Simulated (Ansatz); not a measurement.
This geometry of C₂H₄S₂ (8 atoms, charge 0, multiplicity 1) is a first-order saddle point.

Theory: RKS PBE-D4/def2-SVPD (Ansatz 0.2.0).

```xyz
8
Properties=species:S:1:pos:R:3
C -0.321 0.840 -0.175
C -0.040 -0.601 0.230
S 1.574 -1.040 0.960
S 0.847 -1.708 -0.918
H 0.384 1.537 0.312
H -0.226 0.975 -1.267
H -1.349 1.122 0.123
H -0.869 -1.125 0.736
```

Q: Which two structures does it join? (They come from a converged band through this point; their orientation in space is the band's.)

A: No bond is made or broken. The dihedral H5–C1–C2–S3 goes from 42 to -79°. The two ends are copies of one structure, up to a mirror image or an exchange of like atoms.

Image 0:

```xyz
8
Properties=species:S:1:pos:R:3
C -0.317 0.829 -0.181
C -0.066 -0.624 0.133
S 1.246 -1.050 1.325
S 1.270 -1.494 -0.752
H 0.638 1.374 -0.287
H -0.892 0.921 -1.123
H -0.913 1.296 0.628
H -0.965 -1.253 0.257
```

Image 8:

```xyz
8
Properties=species:S:1:pos:R:3
C -0.316 0.830 -0.178
C -0.014 -0.569 0.295
S 1.716 -1.020 0.651
S 0.530 -1.809 -0.925
H -0.319 1.530 0.681
H 0.440 1.162 -0.912
H -1.319 0.866 -0.648
H -0.718 -0.991 1.035
```

Q: How far does it lie above each of them?

A: 0.134 eV above the first and 0.133 eV above the second. This is the barrier of this one path; another mechanism may lie lower.

Time of the run: 2 min on 2 threads of Arm Neoverse N1, with other jobs on the host, peak memory 0.17 GiB.
